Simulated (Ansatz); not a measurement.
# SiH₄ (singlet): B2PLYP, RPA-PBE over vertical spin and charge gaps and displaced geometries, 6-31G

How well do these functionals follow the top wave-function level for SiH₄ (singlet) over vertical spin and charge gaps and displaced geometries?

Program: Ansatz 0.2.0, Gaussian basis. Level of theory: 6-31G, all electrons in the functionals, frozen cores in the correlation of double hybrids and RPA. These are calculated values, not measurements.

Plan: B2PLYP, RPA-PBE, at charge 0, singlet; charge 0, triplet; charge 1, doublet; displaced geometry v1; displaced geometry v2.

17 further runs of the same task are left out: 7 that didn't finish, 10 set aside as unsound or not needed.

### 1 The system

The geometry is a PBE0/def2-TZVP stationary point (not a proven minimum).

5 atoms, charge 0, spin multiplicity 1.

Atoms are counted from 1 here; the program's logs count them from 0.

Bond lengths: Si1–H2 1.485 Å, Si1–H3 1.485 Å, Si1–H4 1.485 Å, Si1–H5 1.485 Å. Angles: H2–Si1–H3 109.5°, H2–Si1–H4 109.5°, H2–Si1–H5 109.5°, H3–Si1–H4 109.5°, H3–Si1–H5 109.5°, H4–Si1–H5 109.5°.

No dispersion term is added.

The geometry shown and the zero of energy belong to the point charge 0, singlet. The yardstick, FCI, and other wave-function levels (R restricted, U unrestricted, valence and pair active spaces) come from earlier runs.

### 2 B2PLYP, charge 0, singlet

in.yaml

```yaml
crystal:
  periodic: [false, false, false]
  atoms:
    - {symbol: Si, position_ang: [0.000000, 0.000000, 0.000000]}
    - {symbol: H, position_ang: [0.855850, 0.858745, 0.856831]}
    - {symbol: H, position_ang: [-0.859551, -0.854424, 0.857445]}
    - {symbol: H, position_ang: [-0.854730, 0.855535, -0.861149]}
    - {symbol: H, position_ang: [0.858431, -0.859856, -0.853127]}
basis:
  gaussian: {orbitals: 6-31G}
hamiltonian: {xc: {name: B2PLYP}}
correlation: {electrons: outside_noble_gas}
```

Command:

```sh
> ansatz run in.yaml --threads 1 --pin off --events-out ev --progress --plain --max-ram 2393MiB
```

The log of the run:

```text
Functional definition: B2PLYP
  name "B2PLYP"
  cite "Grimme, J. Chem. Phys. 124, 034108 (2006) doi:10.1063/1.2148954"
  cite "Becke, Phys. Rev. A 38, 3098 (1988) doi:10.1103/PhysRevA.38.3098"
  cite "Lee, Yang & Parr, Phys. Rev. B 37, 785 (1988) doi:10.1103/PhysRevB.37.785"
  parameter a = 0.53
  parameter c = 0.27
  exchange = (1 - a)*b88_x + a*exact_x
  correlation = (1 - c)*lyp_c + c*(mp2_os + mp2_ss)
268 factors; integrals over basis functions are off by at most 1.8e-4 eV
mean field evaluation 1: about -7935.8597 eV, gradient 3.4e0 eV
mean field evaluation 2: about -7935.8593 eV, gradient 3.4e0 eV
mean field evaluation 4: about -7935.9154 eV, gradient 2.2e-1 eV
mean field evaluation 8: about -7935.9155 eV, gradient 1.4e-5 eV
mean field -7935.91554549 eV, -291.6395171399 hartree, gradient 1.5e-6 eV, S^2 0.000000; 0 other end points of the search recorded, 0 dependent functions left out
5 core orbitals not correlated: weight in the atoms' cores, before any rotation towards them, 1.000 or more for the frozen orbitals, at most 0.000 for the correlated occupied ones
reference -7935.91566133 eV, -291.6395213971 hartree; 4, 4 occupied and 12, 12 virtual orbitals, 268 factors
second order -2.11527815 eV of doubles, -0.00000000 eV of singles
Total energy: -7936.48678643 eV, -291.6605098574 hartree
```

Wall time 0.48 s (1 thread of Arm Neoverse V1, shared host).

### 3 B2PLYP, charge 0, triplet

Changes to in.yaml since step 2:

```diff
@@ -10,2 +10,3 @@
   gaussian: {orbitals: 6-31G}
+magnetization: {spin_polarized: true, initial_magnetization: 2}
 hamiltonian: {xc: {name: B2PLYP}}
```

Same command.

The log of the run, cut to the lines that bear on the results:

```text
Functional definition: B2PLYP
  name "B2PLYP"
  cite "Grimme, J. Chem. Phys. 124, 034108 (2006) doi:10.1063/1.2148954"
  cite "Becke, Phys. Rev. A 38, 3098 (1988) doi:10.1103/PhysRevA.38.3098"
  cite "Lee, Yang & Parr, Phys. Rev. B 37, 785 (1988) doi:10.1103/PhysRevB.37.785"
[...]
268 factors; integrals over basis functions are off by at most 1.8e-4 eV
[...]
a density is far from that of the atoms, so the factors are made again for it
289 factors; integrals over basis functions are off by at most 1.4e-4 eV
[...]
mean field -7926.73415899 eV, -291.3021074095 hartree, gradient 2.1e-6 eV, S^2 2.000772; 9 other end points of the search recorded, 0 dependent functions left out
5 core orbitals not correlated: weight in the atoms' cores, before any rotation towards them, 1.000 or more for the frozen orbitals, at most 0.000 for the correlated occupied ones
reference -7926.73429805 eV, -291.3021125199 hartree; 5, 3 occupied and 11, 13 virtual orbitals, 289 factors
second order -1.98127428 eV of doubles, -0.00000000 eV of singles
Total energy: -7927.26924210 eV, -291.3217713512 hartree
```

Run time: 4 s. Hardware: 1 thread of Arm Neoverse V1, shared host.

From the report: ⟨S²⟩ of the determinant 2.001 (pure triplet: 2.00).

From charge 0, singlet: +9.218 eV.

### 4 B2PLYP, charge 1, doublet

Changes to in.yaml since step 3:

```diff
@@ -10,3 +10,4 @@
   gaussian: {orbitals: 6-31G}
-magnetization: {spin_polarized: true, initial_magnetization: 2}
+total_charge: 1
+magnetization: {spin_polarized: true, initial_magnetization: 1}
 hamiltonian: {xc: {name: B2PLYP}}
```

Launched as before.

The log of the run, cut to the lines that bear on the results:

```text
Functional definition: B2PLYP
  name "B2PLYP"
  cite "Grimme, J. Chem. Phys. 124, 034108 (2006) doi:10.1063/1.2148954"
  cite "Becke, Phys. Rev. A 38, 3098 (1988) doi:10.1103/PhysRevA.38.3098"
  cite "Lee, Yang & Parr, Phys. Rev. B 37, 785 (1988) doi:10.1103/PhysRevB.37.785"
[...]
268 factors; integrals over basis functions are off by at most 1.8e-4 eV
[...]
mean field -7923.41292836 eV, -291.1800544352 hartree, gradient 2.0e-7 eV, S^2 0.757680; 8 other end points of the search recorded, 0 dependent functions left out
5 core orbitals not correlated: weight in the atoms' cores, before any rotation towards them, 1.000 or more for the frozen orbitals, at most 0.000 for the correlated occupied ones
reference -7923.41304261 eV, -291.1800586336 hartree; 4, 3 occupied and 12, 13 virtual orbitals, 268 factors
second order -1.84795244 eV of doubles, -0.00000000 eV of singles
Total energy: -7923.91198977 eV, -291.1983946035 hartree
```

Wall time 6 s (1 thread of Arm Neoverse V1, shared host).

From the report: ⟨S²⟩ of the determinant 0.758 (pure doublet: 0.75).

From charge 0, singlet: +12.575 eV.

### 5 B2PLYP, displaced geometry v1

in.yaml

```yaml
crystal:
  periodic: [false, false, false]
  atoms:
    - {symbol: Si, position_ang: [0.003370, -0.000123, 0.005157]}
    - {symbol: H, position_ang: [0.858387, 0.842480, 0.850835]}
    - {symbol: H, position_ang: [-0.809050, -0.811379, 0.808836]}
    - {symbol: H, position_ang: [-0.907006, 0.835765, -0.879955]}
    - {symbol: H, position_ang: [0.763770, -0.863446, -0.923423]}
basis:
  gaussian: {orbitals: 6-31G}
hamiltonian: {xc: {name: B2PLYP}}
correlation: {electrons: outside_noble_gas}
```

The command is unchanged.

The log of the run, cut to the lines that bear on the results:

```text
Functional definition: B2PLYP
  name "B2PLYP"
  cite "Grimme, J. Chem. Phys. 124, 034108 (2006) doi:10.1063/1.2148954"
  cite "Becke, Phys. Rev. A 38, 3098 (1988) doi:10.1103/PhysRevA.38.3098"
  cite "Lee, Yang & Parr, Phys. Rev. B 37, 785 (1988) doi:10.1103/PhysRevB.37.785"
[...]
268 factors; integrals over basis functions are off by at most 1.5e-4 eV
[...]
mean field -7935.79798327 eV, -291.6351968080 hartree, gradient 7.2e-6 eV, S^2 0.000000; 0 other end points of the search recorded, 0 dependent functions left out
5 core orbitals not correlated: weight in the atoms' cores, before any rotation towards them, 1.000 or more for the frozen orbitals, at most 0.000 for the correlated occupied ones
reference -7935.79809814 eV, -291.6352010294 hartree; 4, 4 occupied and 12, 12 virtual orbitals, 268 factors
second order -2.09458516 eV of doubles, -0.00000000 eV of singles
Total energy: -7936.36363613 eV, -291.6559841673 hartree
```

It took 0.46 s on 1 thread of Arm Neoverse V1, shared host.

From charge 0, singlet: +0.123 eV.

### 6 B2PLYP, displaced geometry v2

in.yaml

```yaml
crystal:
  periodic: [false, false, false]
  atoms:
    - {symbol: Si, position_ang: [0.011501, 0.006071, 0.001400]}
    - {symbol: H, position_ang: [0.702477, 0.873190, 0.869825]}
    - {symbol: H, position_ang: [-0.936304, -0.872403, 0.862259]}
    - {symbol: H, position_ang: [-0.848374, 0.782286, -0.838121]}
    - {symbol: H, position_ang: [0.761728, -0.952238, -0.932982]}
basis:
  gaussian: {orbitals: 6-31G}
hamiltonian: {xc: {name: B2PLYP}}
correlation: {electrons: outside_noble_gas}
```

The command is unchanged.

The log of the run, cut to the lines that bear on the results:

```text
Functional definition: B2PLYP
  name "B2PLYP"
  cite "Grimme, J. Chem. Phys. 124, 034108 (2006) doi:10.1063/1.2148954"
  cite "Becke, Phys. Rev. A 38, 3098 (1988) doi:10.1103/PhysRevA.38.3098"
  cite "Lee, Yang & Parr, Phys. Rev. B 37, 785 (1988) doi:10.1103/PhysRevB.37.785"
[...]
268 factors; integrals over basis functions are off by at most 1.6e-4 eV
[...]
mean field -7935.68833772 eV, -291.6311674085 hartree, gradient 1.3e-6 eV, S^2 0.000000; 0 other end points of the search recorded, 0 dependent functions left out
5 core orbitals not correlated: weight in the atoms' cores, before any rotation towards them, 1.000 or more for the frozen orbitals, at most 0.000 for the correlated occupied ones
reference -7935.68845447 eV, -291.6311716988 hartree; 4, 4 occupied and 12, 12 virtual orbitals, 268 factors
second order -2.12305575 eV of doubles, -0.00000000 eV of singles
Total energy: -7936.26167952 eV, -291.6522373309 hartree
```

Wall time 0.51 s (1 thread of Arm Neoverse V1, shared host).

From charge 0, singlet: +0.225 eV.

### 7 RPA-PBE, charge 0, singlet

in.yaml

```yaml
crystal:
  periodic: [false, false, false]
  atoms:
    - {symbol: Si, position_ang: [0.000000, 0.000000, 0.000000]}
    - {symbol: H, position_ang: [0.855850, 0.858745, 0.856831]}
    - {symbol: H, position_ang: [-0.859551, -0.854424, 0.857445]}
    - {symbol: H, position_ang: [-0.854730, 0.855535, -0.861149]}
    - {symbol: H, position_ang: [0.858431, -0.859856, -0.853127]}
basis:
  gaussian: {orbitals: 6-31G}
hamiltonian: {xc: {name: PBE}}
correlation: {method: rpa, electrons: outside_noble_gas}
```

The command is unchanged.

The log of the run:

```text
Functional definition: PBE
  name "PBE"
  cite "Perdew, Burke & Ernzerhof, Phys. Rev. Lett. 77, 3865 (1996) doi:10.1103/PhysRevLett.77.3865"
  parent pbe
  parameter kappa = 0.804
  parameter beta = 0.06672455060314922
  exchange = pbe_x(kappa = kappa, mu = beta*pi^2/3)
  correlation = pbe_c(beta = beta)
268 factors; integrals over basis functions are off by at most 1.8e-4 eV
mean field evaluation 1: about -7936.1753 eV, gradient 8.7e0 eV
mean field evaluation 2: about -7936.1682 eV, gradient 8.8e0 eV
mean field evaluation 4: about -7936.5283 eV, gradient 1.0e0 eV
mean field evaluation 8: about -7936.5323 eV, gradient 3.8e-5 eV
mean field -7936.53229091 eV, -291.6621821161 hartree, gradient 3.0e-7 eV, S^2 0.000000; 0 other end points of the search recorded, 0 dependent functions left out
5 core orbitals not correlated: weight in the atoms' cores, before any rotation towards them, 1.000 or more for the frozen orbitals, at most 0.000 for the correlated occupied ones
reference -7923.00291138 eV, -291.1649865889 hartree; 4, 4 occupied and 12, 12 virtual orbitals, 268 factors
Total energy: -7926.88681543 eV, -291.3077174301 hartree
```

It took 0.48 s on 1 thread of Arm Neoverse V1, shared host.

### 8 RPA-PBE, charge 0, triplet

Changes to in.yaml since step 7:

```diff
@@ -10,2 +10,3 @@
   gaussian: {orbitals: 6-31G}
+magnetization: {spin_polarized: true, initial_magnetization: 2}
 hamiltonian: {xc: {name: PBE}}
```

Same command.

The log of the run, cut to the lines that bear on the results:

```text
Functional definition: PBE
  name "PBE"
  cite "Perdew, Burke & Ernzerhof, Phys. Rev. Lett. 77, 3865 (1996) doi:10.1103/PhysRevLett.77.3865"
  parent pbe
[...]
268 factors; integrals over basis functions are off by at most 1.8e-4 eV
[...]
a density is far from that of the atoms, so the factors are made again for it
292 factors; integrals over basis functions are off by at most 1.4e-4 eV
[...]
mean field -7927.69797401 eV, -291.3375269583 hartree, gradient 1.4e-6 eV, S^2 2.000701; 13 other end points of the search recorded, 0 dependent functions left out
5 core orbitals not correlated: weight in the atoms' cores, before any rotation towards them, 1.000 or more for the frozen orbitals, at most 0.000 for the correlated occupied ones
reference -7913.77979781 eV, -290.8260434169 hartree; 5, 3 occupied and 11, 13 virtual orbitals, 292 factors
Total energy: -7917.82612674 eV, -290.9747432623 hartree
```

Run time: 16 s. Hardware: 1 thread of Arm Neoverse V1, shared host.

From the report: ⟨S²⟩ of the determinant 2.001 (pure triplet: 2.00).

From charge 0, singlet: +9.061 eV.

### 9 RPA-PBE, charge 1, doublet

Changes to in.yaml since step 8:

```diff
@@ -10,3 +10,4 @@
   gaussian: {orbitals: 6-31G}
-magnetization: {spin_polarized: true, initial_magnetization: 2}
+total_charge: 1
+magnetization: {spin_polarized: true, initial_magnetization: 1}
 hamiltonian: {xc: {name: PBE}}
```

The command is unchanged.

The log of the run, cut to the lines that bear on the results:

```text
Functional definition: PBE
  name "PBE"
  cite "Perdew, Burke & Ernzerhof, Phys. Rev. Lett. 77, 3865 (1996) doi:10.1103/PhysRevLett.77.3865"
  parent pbe
[...]
268 factors; integrals over basis functions are off by at most 1.8e-4 eV
[...]
mean field -7924.24822195 eV, -291.2107509085 hartree, gradient 8.1e-7 eV, S^2 0.752495; 12 other end points of the search recorded, 0 dependent functions left out
5 core orbitals not correlated: weight in the atoms' cores, before any rotation towards them, 1.000 or more for the frozen orbitals, at most 0.000 for the correlated occupied ones
reference -7910.48367686 eV, -290.7049132062 hartree; 4, 3 occupied and 12, 13 virtual orbitals, 268 factors
Total energy: -7915.31610195 eV, -290.8825015527 hartree
```

Wall time 4.5 s (1 thread of Arm Neoverse V1, shared host).

From the report: ⟨S²⟩ of the determinant 0.752 (pure doublet: 0.75).

From charge 0, singlet: +11.571 eV.

### 10 RPA-PBE, displaced geometry v1

in.yaml

```yaml
crystal:
  periodic: [false, false, false]
  atoms:
    - {symbol: Si, position_ang: [0.003370, -0.000123, 0.005157]}
    - {symbol: H, position_ang: [0.858387, 0.842480, 0.850835]}
    - {symbol: H, position_ang: [-0.809050, -0.811379, 0.808836]}
    - {symbol: H, position_ang: [-0.907006, 0.835765, -0.879955]}
    - {symbol: H, position_ang: [0.763770, -0.863446, -0.923423]}
basis:
  gaussian: {orbitals: 6-31G}
hamiltonian: {xc: {name: PBE}}
correlation: {method: rpa, electrons: outside_noble_gas}
```

Launched as before.

The log of the run:

```text
Functional definition: PBE
  name "PBE"
  cite "Perdew, Burke & Ernzerhof, Phys. Rev. Lett. 77, 3865 (1996) doi:10.1103/PhysRevLett.77.3865"
  parent pbe
  parameter kappa = 0.804
  parameter beta = 0.06672455060314922
  exchange = pbe_x(kappa = kappa, mu = beta*pi^2/3)
  correlation = pbe_c(beta = beta)
268 factors; integrals over basis functions are off by at most 1.5e-4 eV
mean field evaluation 1: about -7936.0079 eV, gradient 9.1e0 eV
mean field evaluation 2: about -7936.0009 eV, gradient 9.2e0 eV
mean field evaluation 4: about -7936.3920 eV, gradient 1.1e0 eV
mean field evaluation 8: about -7936.3965 eV, gradient 4.6e-4 eV
mean field -7936.39654007 eV, -291.6571933648 hartree, gradient 1.1e-6 eV, S^2 0.000000; 0 other end points of the search recorded, 0 dependent functions left out
5 core orbitals not correlated: weight in the atoms' cores, before any rotation towards them, 1.000 or more for the frozen orbitals, at most 0.000 for the correlated occupied ones
reference -7922.88553360 eV, -291.1606730351 hartree; 4, 4 occupied and 12, 12 virtual orbitals, 268 factors
Total energy: -7926.73730664 eV, -291.3022230835 hartree
```

It took 0.48 s on 1 thread of Arm Neoverse V1, shared host.

From charge 0, singlet: +0.150 eV.

### 11 RPA-PBE, displaced geometry v2

in.yaml

```yaml
crystal:
  periodic: [false, false, false]
  atoms:
    - {symbol: Si, position_ang: [0.011501, 0.006071, 0.001400]}
    - {symbol: H, position_ang: [0.702477, 0.873190, 0.869825]}
    - {symbol: H, position_ang: [-0.936304, -0.872403, 0.862259]}
    - {symbol: H, position_ang: [-0.848374, 0.782286, -0.838121]}
    - {symbol: H, position_ang: [0.761728, -0.952238, -0.932982]}
basis:
  gaussian: {orbitals: 6-31G}
hamiltonian: {xc: {name: PBE}}
correlation: {method: rpa, electrons: outside_noble_gas}
```

The command is unchanged.

The log of the run:

```text
Functional definition: PBE
  name "PBE"
  cite "Perdew, Burke & Ernzerhof, Phys. Rev. Lett. 77, 3865 (1996) doi:10.1103/PhysRevLett.77.3865"
  parent pbe
  parameter kappa = 0.804
  parameter beta = 0.06672455060314922
  exchange = pbe_x(kappa = kappa, mu = beta*pi^2/3)
  correlation = pbe_c(beta = beta)
268 factors; integrals over basis functions are off by at most 1.6e-4 eV
mean field evaluation 1: about -7935.9350 eV, gradient 9.0e0 eV
mean field evaluation 2: about -7935.9279 eV, gradient 9.0e0 eV
mean field evaluation 4: about -7936.3078 eV, gradient 1.0e0 eV
mean field evaluation 8: about -7936.3122 eV, gradient 8.3e-4 eV
mean field -7936.31220668 eV, -291.6540941700 hartree, gradient 3.4e-6 eV, S^2 0.000000; 0 other end points of the search recorded, 0 dependent functions left out
5 core orbitals not correlated: weight in the atoms' cores, before any rotation towards them, 1.000 or more for the frozen orbitals, at most 0.000 for the correlated occupied ones
reference -7922.76433543 eV, -291.1562190845 hartree; 4, 4 occupied and 12, 12 virtual orbitals, 268 factors
Total energy: -7926.65906021 eV, -291.2993475804 hartree
```

It took 0.48 s on 1 thread of Arm Neoverse V1, shared host.

From charge 0, singlet: +0.228 eV.

### 12 The comparison

The yardstick is full CI for this spin, exact in this basis with these frozen cores. It comes from earlier runs at the same points. Energies in eV, counted from charge 0, singlet; blanks weren't run or aren't comparable.

| level | singlet to triplet | ionisation to the doublet cation | displacement v1 | displacement v2 |
| --- | --- | --- | --- | --- |
| FCI | 8.904 | 12.324 | 0.142 | 0.228 |
| B2PLYP | 9.218 | 12.575 | 0.123 | 0.225 |
| RPA-PBE | 9.061 | 11.571 | 0.150 | 0.228 |

Largest miss and mean time a point (FCI took 8.1 s a point; shared hosts):

| level | largest miss (eV) | where | time a point |
| --- | --- | --- | --- |
| B2PLYP | +0.313 | singlet to triplet | 2.3 s |
| RPA-PBE | -0.753 | ionisation to the doublet cation | 4.3 s |

### 13 Summary of results

| quantity | value |
| --- | --- |
| singlet to triplet, FCI | 8.904 eV |
| ionisation to the doublet cation, FCI | 12.324 eV |
| displacement v1, FCI | 0.142 eV |
| displacement v2, FCI | 0.228 eV |
| largest miss, B2PLYP | +0.313 eV (singlet to triplet) |
| largest miss, RPA-PBE | -0.753 eV (ionisation to the doublet cation) |

**Reading.** Of the functionals, B2PLYP keep the smallest largest miss at the points compared (at most 0.313 eV) and RPA-PBE strays most (0.753 eV, at ionisation to the doublet cation). Functionals and the yardstick converge differently with the basis, so part of each miss in 6-31G is the basis.
